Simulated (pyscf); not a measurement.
## Addition across a multiple bond or ene-type step: HP=GaH + water (H₂O) → HO–GaH–PH₂

Gas phase, singlet surface, charge 0. Bonds broken: O5–H6. Bonds formed: P1–H6, Ga2–O5. Structures and frequencies: ωB97X-D3(BJ)/def2-SVP in PySCF. Correlated levels are frozen-core, on RHF or UHF. ΔMP2 is the change of the MP2 total energy from the triple- to the quadruple-zeta basis.

Transition state (Å):

```xyz
7

P      0.9300     0.1933     0.9748
Ga    -0.1386     0.1536    -0.9736
H      0.4487     1.5052     1.2804
H     -0.5571     0.3671    -2.4546
O     -1.3192    -1.1332    -0.0652
H     -0.5880    -0.8419     0.8426
H     -1.7217    -2.0008    -0.2159
```

One imaginary mode, 1361i cm⁻¹; descent along it reached the two sides named, in the forms told below.

```
bond    change  reactant side (Å)  saddle  product side
------  ------  -----------------  ------  ------------
O5–H6   breaks              0.970   1.201           3.3
P1–H6    forms                3.0   1.842         1.423
Ga2–O5   forms              2.194   1.968         1.787
```

Electronic energies relative to the separated reactants (kJ/mol):

```
level                             barrier  reaction energy  reverse barrier
--------------------------------  -------  ---------------  ---------------
ωB97X-D3(BJ)/def2-TZVP              -11.1           -197.5            186.4
PBE/def2-TZVP                       -21.0           -167.7            146.7
r²SCAN/def2-TZVP                    -23.4           -186.5            163.0
B3LYP-D3(BJ)/def2-TZVP               -6.8           -178.3            171.5
PBE0-D3(BJ)/def2-TZVP               -18.6           -182.1            163.5
M06-2X/def2-TZVP                    -17.9           -191.9            174.1
ωB97M-D3(BJ)/def2-TZVP               -7.2           -184.5            177.3
HF/def2-TZVP                         38.3           -196.5            234.8
MP2/def2-QZVPP                       -5.1           -180.2            175.1
CCSD/def2-TZVPP                       9.0           -184.4            193.5
CCSD(T)/def2-TZVPP                    1.8           -180.4            182.2
CCSD(T)/def2-TZVPP + ΔMP2(QZVPP)      3.7           -177.3            181.0
```

With CCSD(T)/def2-TZVPP + ΔMP2(QZVPP) energies and thermal terms (ideal gas, 1 atm, RRHO with modes under 100 cm⁻¹ raised to 100, one conformer, R ln 2 for rigid chiral ones), in kJ/mol:

| T (K) | ΔH‡ | ΔG‡ | ΔH | ΔG |
|---|---|---|---|---|
| 298 | -5.2 | 37.0 | -176.0 | -134.9 |
| 600 | -4.2 | 79.7 | -173.8 | -93.7 |
| 900 | -1.1 | 121.1 | -169.1 | -54.7 |
| 1200 | 2.6 | 161.2 | -163.8 | -17.3 |

On the reactant side the descent ends in an adduct with a Ga–O contact, 64.4 kJ/mol under the separated species and 53.3 kJ/mol under the saddle at ωB97X-D3(BJ)/def2-TZVP. At ωB97X-D3(BJ), PBE, r²SCAN, B3LYP-D3(BJ), PBE0-D3(BJ), M06-2X, ωB97M-D3(BJ), MP2 the saddle lies under the separated reactants, which points to a path from their complex (located at ωB97X-D3(BJ) alone). What is counted as formed (Ga–O) is already present as a longer contact in the reactant adduct; forming that adduct is a step of its own. HP=GaH lies 73.7 kJ/mol over its isomer H₂P–Ga [singlet], and others may lie lower still (electronic energy, ωB97M-D3(BJ)). One saddle was located; it need not be the lowest between these sides. The CCSD(T) − MP2 part came from Ansatz, without density fitting, on the same reference. The frozen core leaves the outer d or s,p core shells of the metals and heavy elements correlated in the MP2 and CC values, and def2-TZVPP describes them poorly, which can shift differences by a few kcal/mol. Elements up to Kr have no core potential and no relativistic terms here.
